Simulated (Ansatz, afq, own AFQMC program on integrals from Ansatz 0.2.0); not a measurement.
# AlP (triplet): AFQMC on the coupled-cluster ladder at distance Al1–P2 = 4.813 Å, 6-31G, part 2 of 2

Ansatz 0.2.0, Gaussian basis, and an in-house AFQMC program (afq) on its integrals; all values are calculated; 6-31G, frozen cores.

## Step 15: Phaseless AFQMC, single-determinant trial on UHF

It reads the integrals that the CCSD(T) run on this determinant wrote.

Launch:

```console
> afq ham --method phaseless --trial hf --walkers 4000 --populations 20 --least-time 40 --time-step 0.005 --steps-per-block 20 --equilibration-blocks 160 --max-blocks 4000 --target-error 0.0017000000000000001 --factor-cut 1e-05 --start spin_pure --seed 5230 --taylor-order 6
```

The program printed:

```text
orbitals 16  electrons 5 3  factors 70 of 278
reference energy -582.54358712 Eh
CCSD correlation -0.04617405 Eh in 21 cycles, weight of the determinant in the CISD state 0.9218
energy of the start -582.545013 Eh
 block  time / (1/Eh)  mean weight  energy / Eh
     1     0.100  1.0001  -582.549364
     2     0.200  1.0001  -582.553281
     3     0.300  1.0001  -582.556659
     4     0.400  1.0001  -582.559741
     5     0.500  1.0002  -582.562643
     6     0.600  1.0003  -582.565111
     7     0.700  1.0001  -582.567576
     8     0.800  1.0002  -582.569488
     9     0.900  1.0002  -582.571104
    10     1.000  1.0000  -582.572820
    13     1.300  1.0001  -582.577511
    19     1.900  1.0001  -582.583298
    25     2.500  1.0000  -582.585708
    31     3.100  1.0001  -582.590204
    37     3.700  1.0000  -582.589735
    43     4.300  1.0000  -582.590087
    49     4.900  0.9999  -582.590135
    55     5.500  1.0001  -582.590050
    61     6.100  0.9999  -582.590025
    67     6.700  0.9997  -582.590350
    73     7.300  0.9999  -582.590033
    79     7.900  0.9999  -582.591809
    85     8.500  1.0000  -582.591008
    91     9.100  0.9999  -582.592100
    97     9.700  1.0001  -582.592132
   103    10.300  0.9999  -582.592235
   109    10.900  1.0002  -582.594221
   115    11.500  1.0000  -582.593106
   121    12.100  1.0000  -582.592097
   127    12.700  1.0000  -582.591464
   133    13.300  1.0000  -582.593254
   139    13.900  1.0000  -582.592814
   145    14.500  0.9998  -582.591836
   151    15.100  0.9999  -582.592809
   157    15.700  1.0002  -582.591239
   163    16.300  0.9997  -582.591485
   169    16.900  1.0001  -582.591025
   175    17.500  1.0001  -582.591328
   181    18.100  0.9999  -582.590684
   187    18.700  0.9999  -582.591884
   193    19.300  1.0002  -582.592384
   199    19.900  1.0001  -582.591897
   205    20.500  1.0000  -582.591490
   211    21.100  0.9999  -582.590775
   217    21.700  0.9999  -582.590073
   223    22.300  1.0001  -582.590882
   229    22.900  1.0000  -582.592106
   235    23.500  1.0001  -582.589855
error from the spread of 20 populations
energy -582.591348 +/- 0.000506 Eh
```

Run time: 32 s. Hardware: 1 × NVIDIA H100 80GB HBM3 with 2 threads of AMD EPYC 7R13 (Zen 3), shared host.

Energy -15853.1182 ± 0.0138 eV. Caveats: constraint bias not in the error.

## Step 16: Phaseless AFQMC, first-order trial on UHF (settings varied)

It reads the integrals that the CCSD(T) run on this determinant wrote.

Launch:

```console
> afq ham --method phaseless --trial mp1 --walkers 10 --populations 1 --least-time 40 --time-step 0.04 --steps-per-block 10 --equilibration-blocks 25 --max-blocks 150 --target-error 0.00136 --factor-cut 0.0001 --start spin_pure --seed 8864 --taylor-order 8
```

The program printed:

```text
orbitals 16  electrons 5 3  factors 65 of 278
reference energy -582.54358712 Eh
CCSD correlation -0.04617503 Eh in 21 cycles, weight of the determinant in the CISD state 0.9218
energy of the start -582.577392 Eh
 block  time / (1/Eh)  mean weight  energy / Eh
     1     0.400  0.9906  -582.581205
     2     0.800  1.0066  -582.584087
     3     1.200  1.0058  -582.585548
     4     1.600  0.9900  -582.586605
     5     2.000  1.0068  -582.591148
     6     2.400  0.9964  -582.584440
     7     2.800  0.9935  -582.585470
     8     3.200  1.0106  -582.584373
     9     3.600  0.9893  -582.584334
    10     4.000  1.0098  -582.589879
    13     5.200  1.0001  -582.592371
    16     6.400  0.9965  -582.595345
    19     7.600  0.9984  -582.597352
    22     8.800  1.0070  -582.589867
    25    10.000  0.9953  -582.586809
    28    11.200  1.0064  -582.589946
    31    12.400  0.9949  -582.585772
    34    13.600  1.0097  -582.593202
    37    14.800  0.9930  -582.597663
    40    16.000  0.9970  -582.590157
    43    17.200  0.9982  -582.592866
    46    18.400  0.9947  -582.593691
    49    19.600  1.0080  -582.593014
    52    20.800  1.0063  -582.588604
    55    22.000  1.0013  -582.587224
    58    23.200  0.9839  -582.591561
    61    24.400  0.9947  -582.589267
    64    25.600  0.9889  -582.586281
    67    26.800  1.0060  -582.596934
    70    28.000  0.9927  -582.592661
    73    29.200  0.9973  -582.592058
    76    30.400  0.9928  -582.594954
    79    31.600  0.9914  -582.587971
    82    32.800  0.9969  -582.589564
    85    34.000  1.0048  -582.589348
    88    35.200  0.9732  -582.631598
    91    36.400  1.0027  -582.589310
    94    37.600  1.0041  -582.593937
    97    38.800  0.9976  -582.593402
   100    40.000  0.9978  -582.597534
   103    41.200  0.9845  -582.590188
   106    42.400  0.9933  -582.590762
   109    43.600  0.9870  -582.595200
   112    44.800  1.0039  -582.591409
   115    46.000  1.0005  -582.599513
   118    47.200  1.0073  -582.607767
   121    48.400  0.9979  -582.596528
   124    49.600  1.0075  -582.600067
blocks merged  error / Eh  count
     1  0.000641  100
     2  0.000724  50
     4  0.000847  25
     8  0.001056  12
energy -582.592982 +/- 0.000847 Eh
```

Wall time 9.9 s (1 × NVIDIA H100 80GB HBM3 with 2 threads of AMD EPYC 7R13 (Zen 3), shared host).

Energy -15853.1626 ± 0.0230 eV. Caveats: constraint bias not in the error. The error still grows with block length (0.0197 to 0.0287 eV), so the bar may be too small.

## Step 17: CCSD(T) on ROHF

The input, in.yaml:

```yaml
crystal:
  periodic: [false, false, false]
  atoms:
    - {symbol: Al, position_ang: [0.000000, 0.000000, 0.000000]}
    - {symbol: P, position_ang: [0.000000, 0.000000, 4.813000]}
basis:
  gaussian: {orbitals: 6-31G}
magnetization: {spin_polarized: false, initial_magnetization: 2}
correlation: {method: ccsd_t, electrons: outside_noble_gas, hamiltonian_folder: ham}
```

Launch:

```console
> ansatz run in.yaml --threads 1 --pin off --events-out ev --progress --plain --max-ram 16896MiB --backend cuda --devices 0, --max-vram 18GiB
```

The program printed, shortened:

```text
Functional definition: HF
  name "HF"
  cite "Fock, Z. Phys. 61, 126 (1930) doi:10.1007/BF01340294"
  parent pbe
[...]
278 factors; integrals over basis functions are off by at most 2.3e-4 eV
[...]
mean field -15849.62125999 eV, -582.4628380454 hartree, gradient 1.8e-6 eV, S^2 2.000000; 23 other end points of the search recorded, 0 dependent functions left out
[...]
determinant -15849.62125999 eV, -582.4628380454 hartree, with singles and doubles -15852.54997918 eV, -582.5704664904 hartree
[...]
reference -15849.62125999 eV, -582.4628380454 hartree; 5, 3 occupied and 11, 13 virtual orbitals, 278 factors
second order -1.79306199 eV of doubles, -0.03567832 eV of singles
cycle   1  -2.08628673 eV  change   -5.8e-1 eV  update   1.6e-1
[...]
cycle  30  -3.42790880 eV  change    6.5e-7 eV  update   1.8e-6
perturbative correction -0.02481430 eV, -0.0009119088 hartree
WARN: these amplitudes may be one of several solutions (largest doubles amplitude 0.24, level shift 2.15 eV)
Total energy: -15853.07398309 eV, -582.5897232790 hartree
```

Run time: 26 s. Hardware: 1 × NVIDIA H100 80GB HBM3 with 1 thread of AMD EPYC 7R13 (Zen 3), shared host.

From the report: correlation -3.4527 eV; T1 0.274; largest double amplitude 0.24. The report flags that the cluster equations may have other roots.

This run also writes the integrals to the folder ham.

## Step 18: Full CI

The input, in.yaml:

```yaml
hamiltonian:
  integrals:
    folder: ../ham
correlation: {method: fci}
```

Launched as before.

The program printed:

```text
Functional definition: HF
  name "HF"
  cite "Fock, Z. Phys. 61, 126 (1930) doi:10.1007/BF01340294"
  parent pbe
  exchange = exact_x
  correlation = 0
reference -15849.62125999 eV, -582.4628380454 hartree; 5, 3 occupied and 11, 13 virtual orbitals, 278 factors
state -15853.10244826 eV, -582.5907693547 hartree
Total energy: -15853.10244826 eV, -582.5907693547 hartree
```

Run time: 20 s. Hardware: 1 × NVIDIA H100 80GB HBM3 with 1 thread of AMD EPYC 7R13 (Zen 3), shared host.

From the report: 612,960 determinants.

## Step 19: CCSDT(Q) on ROHF

The input, in.yaml:

```yaml
crystal:
  periodic: [false, false, false]
  atoms:
    - {symbol: Al, position_ang: [0.000000, 0.000000, 0.000000]}
    - {symbol: P, position_ang: [0.000000, 0.000000, 4.813000]}
basis:
  gaussian: {orbitals: 6-31G}
magnetization: {spin_polarized: false, initial_magnetization: 2}
correlation: {method: ccsdt_q, electrons: outside_noble_gas}
```

The command is unchanged.

The program printed, shortened:

```text
Functional definition: HF
  name "HF"
  cite "Fock, Z. Phys. 61, 126 (1930) doi:10.1007/BF01340294"
  parent pbe
[...]
480 factors; integrals over basis functions are off by at most 3.4e-8 eV
[...]
mean field -15849.62124303 eV, -582.4628374223 hartree, gradient 1.9e-6 eV, S^2 2.000000; 23 other end points of the search recorded, 0 dependent functions left out
[...]
determinant -15849.62124303 eV, -582.4628374223 hartree, with singles and doubles -15852.54994711 eV, -582.5704653119 hartree
[...]
reference -15849.62124303 eV, -582.4628374223 hartree; 5, 3 occupied and 11, 13 virtual orbitals, 480 factors
second order -1.79310464 eV of doubles, -0.03567723 eV of singles
cycle   1  -2.08628310 eV  change   -5.8e-1 eV  update   1.6e-1
[...]
cycle  44  -3.47707470 eV  change   -6.9e-8 eV  update   4.7e-7
perturbative correction 0.00055807 eV, 0.0000205088 hartree
WARN: these amplitudes may be one of several solutions (largest doubles amplitude 0.57, level shift 2.15 eV)
Total energy: -15853.09775966 eV, -582.5905970519 hartree
```

Wall time 31 s (1 × NVIDIA H100 80GB HBM3 with 1 thread of AMD EPYC 7R13 (Zen 3), shared host).

From the report: correlation -3.4765 eV; T1 0.189; largest double amplitude 0.57. The report flags that the cluster equations may have other roots.

## Step 20: CCSDTQ on ROHF

in.yaml, as its differences from that of step 19:

```diff
@@ -8,2 +8,2 @@
 magnetization: {spin_polarized: false, initial_magnetization: 2}
-correlation: {method: ccsdt_q, electrons: outside_noble_gas}
+correlation: {method: ccsdtq, electrons: outside_noble_gas}
```

Launched as before.

The program printed, shortened:

```text
Functional definition: HF
  name "HF"
  cite "Fock, Z. Phys. 61, 126 (1930) doi:10.1007/BF01340294"
  parent pbe
[...]
480 factors; integrals over basis functions are off by at most 3.4e-8 eV
[...]
mean field -15849.62124303 eV, -582.4628374223 hartree, gradient 1.9e-6 eV, S^2 2.000000; 23 other end points of the search recorded, 0 dependent functions left out
[...]
determinant -15849.62124303 eV, -582.4628374223 hartree, with singles and doubles -15852.54994711 eV, -582.5704653119 hartree
[...]
reference -15849.62124303 eV, -582.4628374223 hartree; 5, 3 occupied and 11, 13 virtual orbitals, 480 factors
second order -1.79310464 eV of doubles, -0.03567723 eV of singles
cycle   1  -2.08628259 eV  change   -5.8e-1 eV  update   1.6e-1
[...]
cycle  64  -3.48109229 eV  change   -4.0e-8 eV  update   4.3e-7
WARN: these amplitudes may be one of several solutions (largest doubles amplitude 0.58, level shift 2.15 eV)
Total energy: -15853.10233532 eV, -582.5907652042 hartree
```

It took 60 s on 1 × NVIDIA H100 80GB HBM3 with 1 thread of AMD EPYC 7R13 (Zen 3), shared host.

From the report: correlation -3.4811 eV; T1 0.186; largest double amplitude 0.58. The report flags that the cluster equations may have other roots.

## Step 21: Phaseless AFQMC, CISD trial on ROHF

It reads the integrals that the CCSD(T) run on this determinant wrote.

Launch:

```console
> afq ham --method phaseless --trial cisd --walkers 4000 --populations 20 --least-time 60 --time-step 0.005 --steps-per-block 50 --equilibration-blocks 40 --max-blocks 4000 --target-error 0.00034 --factor-cut 1e-05 --start spin_pure --seed 3971 --release-times 0.24,0.51,0.99,1.62,2.4 --release-step 0.03 --release-every 3 --taylor-order 6
```

The program printed:

```text
orbitals 16  electrons 5 3  factors 70 of 278
reference energy -582.46283805 Eh
CCSD correlation -0.12597320 Eh in 25 cycles, weight of the determinant in the CISD state 0.3665
energy of the start -582.588799 Eh
 block  time / (1/Eh)  mean weight  energy / Eh
     1     0.250  0.9999  -582.587324
     2     0.500  0.9999  -582.586551
     3     0.750  0.9999  -582.586157
     4     1.000  0.9999  -582.586009
     5     1.250  1.0001  -582.585989
     6     1.500  0.9998  -582.586265
     7     1.750  1.0000  -582.586287
     8     2.000  0.9999  -582.586662
     9     2.250  1.0000  -582.586772
    10     2.500  0.9999  -582.586790
    11     2.750  1.0001  -582.586907
    13     3.250  1.0000  -582.587355
    15     3.750  1.0000  -582.587685
    17     4.250  1.0000  -582.588300
    19     4.750  0.9999  -582.588157
    21     5.250  0.9997  -582.587664
    23     5.750  0.9999  -582.587889
    25     6.250  1.0000  -582.588239
    27     6.750  1.0000  -582.588675
    29     7.250  0.9997  -582.588324
    31     7.750  1.0000  -582.588644
    33     8.250  0.9999  -582.588350
    35     8.750  1.0001  -582.588483
    37     9.250  0.9999  -582.588132
    39     9.750  1.0000  -582.588215
    41    10.250  0.9999  -582.588748
    43    10.750  1.0000  -582.589115
    45    11.250  1.0000  -582.588185
    47    11.750  1.0000  -582.589200
    49    12.250  1.0001  -582.588514
    51    12.750  0.9999  -582.588447
    53    13.250  1.0001  -582.588198
    55    13.750  1.0000  -582.587890
    57    14.250  0.9996  -582.588098
    59    14.750  0.9999  -582.588556
    61    15.250  1.0001  -582.588671
    63    15.750  1.0001  -582.588134
    65    16.250  0.9999  -582.588517
    67    16.750  1.0001  -582.587995
    69    17.250  0.9999  -582.588840
    71    17.750  0.9999  -582.588971
    73    18.250  1.0000  -582.589327
    75    18.750  1.0001  -582.588743
    77    19.250  1.0001  -582.588600
    79    19.750  1.0001  -582.588142
    81    20.250  1.0001  -582.588537
    83    20.750  1.0001  -582.587785
    85    21.250  1.0000  -582.588482
    87    21.750  1.0001  -582.587853
    89    22.250  0.9997  -582.587615
error from the spread of 20 populations
released: time / (1/Eh)  energy / Eh  error  mean overlap
  0.24  -582.588489  0.000181  1.0007
  0.51  -582.588579  0.000168  1.0010
  0.99  -582.588717  0.000142  1.0028
  1.62  -582.588896  0.000128  1.0018
  2.40  -582.589276  0.000117  1.0004
energy -582.588435 +/- 0.000171 Eh
```

Run time: 29 s. Hardware: 1 × NVIDIA H100 80GB HBM3 with 2 threads of AMD EPYC 7R13 (Zen 3), shared host.

Energy -15853.0389 ± 0.0046 eV. Caveats: constraint bias not in the error; other roots.

## Step 22: Phaseless AFQMC, single-determinant trial on ROHF

It reads the integrals that the CCSD(T) run on this determinant wrote.

Launch:

```console
> afq ham --method phaseless --trial hf --walkers 4000 --populations 20 --least-time 40 --time-step 0.005 --steps-per-block 20 --equilibration-blocks 160 --max-blocks 4000 --target-error 0.0017000000000000001 --factor-cut 1e-05 --start spin_pure --seed 5230 --taylor-order 6
```

The program printed:

```text
orbitals 16  electrons 5 3  factors 70 of 278
reference energy -582.46283805 Eh
CCSD correlation -0.12597320 Eh in 25 cycles, weight of the determinant in the CISD state 0.3665
energy of the start -582.462838 Eh
 block  time / (1/Eh)  mean weight  energy / Eh
     1     0.100  1.0001  -582.469422
     2     0.200  1.0002  -582.475368
     3     0.300  1.0002  -582.480596
     4     0.400  1.0002  -582.485318
     5     0.500  1.0003  -582.489893
     6     0.600  1.0004  -582.493778
     7     0.700  1.0002  -582.497781
     8     0.800  1.0002  -582.500990
     9     0.900  1.0003  -582.503251
    10     1.000  1.0000  -582.506065
    13     1.300  1.0001  -582.513623
    19     1.900  1.0001  -582.523893
    25     2.500  1.0000  -582.531181
    31     3.100  1.0002  -582.540220
    37     3.700  1.0001  -582.543574
    43     4.300  1.0001  -582.545917
    49     4.900  0.9999  -582.545959
    55     5.500  1.0000  -582.550487
    61     6.100  0.9999  -582.550008
    67     6.700  0.9999  -582.551117
    73     7.300  1.0000  -582.555997
    79     7.900  0.9998  -582.553137
    85     8.500  1.0001  -582.556826
    91     9.100  0.9999  -582.558130
    97     9.700  1.0000  -582.562849
   103    10.300  1.0000  -582.563624
   109    10.900  1.0000  -582.558552
   115    11.500  1.0000  -582.558060
   121    12.100  0.9997  -582.562083
   127    12.700  1.0001  -582.562443
   133    13.300  1.0000  -582.563439
   139    13.900  0.9998  -582.569648
   145    14.500  1.0001  -582.562922
   151    15.100  1.0000  -582.566369
   157    15.700  1.0001  -582.567892
   163    16.300  0.9999  -582.566137
   169    16.900  1.0001  -582.571307
   175    17.500  1.0000  -582.567049
   181    18.100  0.9998  -582.562436
   187    18.700  1.0002  -582.564224
   193    19.300  1.0002  -582.563517
   199    19.900  1.0001  -582.562093
   205    20.500  1.0000  -582.562953
   211    21.100  1.0000  -582.561945
   217    21.700  1.0000  -582.562046
   223    22.300  1.0001  -582.563269
   229    22.900  1.0000  -582.559875
   235    23.500  1.0001  -582.556617
error from the spread of 20 populations
energy -582.562955 +/- 0.001346 Eh
```

Run time: 24 s. Hardware: 1 × NVIDIA H100 80GB HBM3 with 2 threads of AMD EPYC 7R13 (Zen 3), shared host.

Energy -15852.3456 ± 0.0366 eV. Caveats: constraint bias not in the error; other roots.

## Step 23: AFQMC on the ladder

The full CI on restricted orbitals is not used as the yardstick for these unrestricted rows.

On the UHF determinant, counted from CCSDTQ (a yardstick, not exact):

```csv
level,energy (eV),from CCSDTQ (meV),statistical error (meV),time
HF,-15851.8186,+1284.1,,
MP2,-15852.6052,+497.4,,
CCSD,-15853.0750,+27.6,,
CCSD(T),-15853.0844,+18.2,,
CCSDT(Q),-15853.1023,+0.4,,
CCSDTQ,-15853.1027,0.0,,
"Phaseless AFQMC, CISD trial, step 0.005, 4000 walkers",-15853.1023,+0.4,0.9,47 s
"Phaseless AFQMC, single-determinant trial, step 0.005, 4000 walkers",-15853.1182,-15.6,13.8,32 s
"Phaseless AFQMC, first-order trial, step 0.04, 10 walkers",-15853.1626,-60.0,23.0,9.9 s
```

On the ROHF determinant, counted from full CI (exact for this spin and basis):

```csv
level,energy (eV),from full CI (meV),statistical error (meV),time
HF,-15849.6213,+3481.3,,
MP2,-15851.4500,+1652.5,,
CCSD,-15853.0492,+53.3,,
CCSD(T),-15853.0740,+28.5,,
CCSDT(Q),-15853.0978,+4.8,,
CCSDTQ,-15853.1023,+0.2,,
full CI,-15853.1025,0.0,,
"Phaseless AFQMC, CISD trial, step 0.005, 4000 walkers",-15853.0389,+63.6,4.6,29 s
"Phaseless AFQMC, single-determinant trial, step 0.005, 4000 walkers",-15852.3456,+756.9,36.6,24 s
```

The functionals' totals stand on their own zeros and serve differences with other points: PBE -15872.172 eV; r2SCAN -15878.673 eV; PBE0 -15873.628 eV; B3LYP -15881.326 eV; wB97M-V -15879.249 eV; B2PLYP -15872.992 eV.

## Step 24: What came out

What follows sums up all 2 parts.

| quantity | value |
| --- | --- |
| CCSD(T) on UHF from CCSDTQ | +18.2 meV |
| Phaseless AFQMC, CISD trial on UHF from CCSDTQ | +0.4 ± 0.9 meV |
| Phaseless AFQMC, single-determinant trial on UHF from CCSDTQ | -15.6 ± 13.8 meV |
| CCSD(T) on ROHF from full CI | +28.5 meV |
| Phaseless AFQMC, CISD trial on ROHF from full CI | +63.6 ± 4.6 meV |
| Phaseless AFQMC, single-determinant trial on ROHF from full CI | +756.9 ± 36.6 meV |

**Reading.** On UHF the phaseless walk with the CISD trial lies +0.4 meV from CCSDTQ, within three error bars. On ROHF the phaseless walk with the CISD trial lies +63.6 meV from full CI, 14 times its error bar: mostly the bias of the constraint. A single-determinant trial moves the result by +693.3 meV. Error bars are statistical and leave out the constraint, the time step and what remains of the start.
